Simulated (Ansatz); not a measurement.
Input file:

```yaml
crystal:
  periodic: [false, false, false]
  atoms:
    - {symbol: Sb, position_ang: [0.000000, -0.023094, 0.000000]}
    - {symbol: H, position_ang: [0.000000, 1.394876, -0.920840]}
    - {symbol: H, position_ang: [0.000000, 1.394876, 0.920840]}
basis:
  gaussian: {orbitals: def2-SVP}
total_charge: 1
magnetization: {spin_polarized: true, initial_magnetization: 2}
hamiltonian: {xc: {name: PBE0}}
correlation: {method: bccd_t, electrons: outside_noble_gas}
scf: {lower_state_search: full}
```

```sh
$ ansatz run in.yaml --threads 1 --pin off --events-out ev --progress --plain --max-ram 2393MiB
```

Log:

```
436 factors; integrals over basis functions are off by at most 1.4e-3 eV
mean field evaluation 1: about -6556.8776 eV, gradient 9.6e0 eV
mean field evaluation 2: about -6556.9122 eV, gradient 9.6e0 eV
mean field evaluation 4: about -6557.6701 eV, gradient 1.6e0 eV
mean field evaluation 8: about -6557.6875 eV, gradient 3.1e-2 eV
mean field evaluation 16: about -6557.6875 eV, gradient 1.0e-5 eV
mean field evaluation 32: about -6557.8842 eV, gradient 1.3e-1 eV
mean field evaluation 64: about -6557.6333 eV, gradient 8.9e-1 eV
mean field evaluation 96: about -6557.8846 eV, gradient 1.5e-6 eV
mean field -6557.88462874 eV, -240.9978150123 hartree, gradient 1.5e-6 eV, S^2 2.009492; 6 other end points of the search recorded, 0 dependent functions left out
9 core orbitals not correlated: weight in the atoms' cores, before any rotation towards them, 0.999 or more for the frozen orbitals, at most 0.001 for the correlated occupied ones
reference -6530.57060183 eV, -239.9940430375 hartree; 4, 2 occupied and 23, 25 virtual orbitals, 436 factors
second order -1.98927849 eV of doubles, -0.11690086 eV of singles
cycle   1  -2.47520257 eV  change   -3.7e-1 eV  update   5.3e-2
cycle   2  -2.63255796 eV  change   -1.6e-1 eV  update   2.2e-2
cycle   3  -2.64783938 eV  change   -1.5e-2 eV  update   7.8e-3
cycle   4  -2.65189570 eV  change   -4.1e-3 eV  update   3.3e-3
cycle   5  -2.65232755 eV  change   -4.3e-4 eV  update   1.3e-3
cycle   6  -2.65229070 eV  change    3.7e-5 eV  update   3.0e-4
cycle   7  -2.65240335 eV  change   -1.1e-4 eV  update   9.0e-5
cycle   8  -2.65236906 eV  change    3.4e-5 eV  update   2.8e-5
cycle   9  -2.65237221 eV  change   -3.1e-6 eV  update   8.3e-6
cycle  10  -2.65237265 eV  change   -4.4e-7 eV  update   2.6e-6
perturbative correction -0.06566758 eV, -0.0024132391 hartree
Total energy: -6533.28864206 eV, -240.0939291736 hartree
```

Ran on 1 thread of Arm Neoverse V1, shared host: 5.5 s wall, 0.15 GiB peak host memory.
